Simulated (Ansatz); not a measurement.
# HO₂ (doublet): the correlation ladder, def2-QZVPP

An exercise on one series of results from a longer session: the logs are not shown, and one member is left open.

The runs use Ansatz 0.2.0, Gaussian basis; def2-QZVPP, core rule «outside noble gas», up to 2 orbitals frozen.

Plan: UHF; ROHF; CCSD(T) on UHF.

2 further runs of the same task are left out: 2 set aside as unsound or not needed. Runs told in other sessions of the task aren't counted.

### What is computed

The geometry is a PBE0/def2-TZVP stationary point (not a proven minimum).

3 atoms, charge 0, spin multiplicity 2.

Atoms are counted from 1 here; the program's logs count them from 0.

Bond lengths: O1–O2 1.309 Å, O1–H3 0.975 Å. Angles: O2–O1–H3 105.8°.

The first run:

Contents of in.yaml:

```yaml
crystal:
  periodic: [false, false, false]
  atoms:
    - {symbol: O, position_ang: [0.000000, -0.101504, 0.618658]}
    - {symbol: O, position_ang: [0.000000, 0.051156, -0.681136]}
    - {symbol: H, position_ang: [0.000000, 0.799197, 0.991739]}
basis:
  gaussian: {orbitals: "def2-QZVPP.json"}
magnetization: {spin_polarized: true, initial_magnetization: 1}
hamiltonian: {xc: hf}
output: {orbitals: {seedname: orbitals}}
```

Command:

```sh
> ansatz run in.yaml --threads 1 --pin off --events-out ev --progress --plain --max-ram 2393MiB
```

Among the steps run: UHF; ROHF; CCSD(T) on UHF.

One of the session's tables, all rows but one given; the rest of the session is left out.

```
  method  from UCCSD(T) (meV)
    ROHF             +14040.9
     UHF                    ?
    UMP2               +854.1
   UCCSD               +524.8
UCCSD(T)                    0
```

Q: Estimate the row for UHF from the others.

**Answer.** from UCCSD(T) (meV): +13847.4. In the column «from UCCSD(T) (meV)» it lies between UMP2 (+854.1) and ROHF (+14040.9).
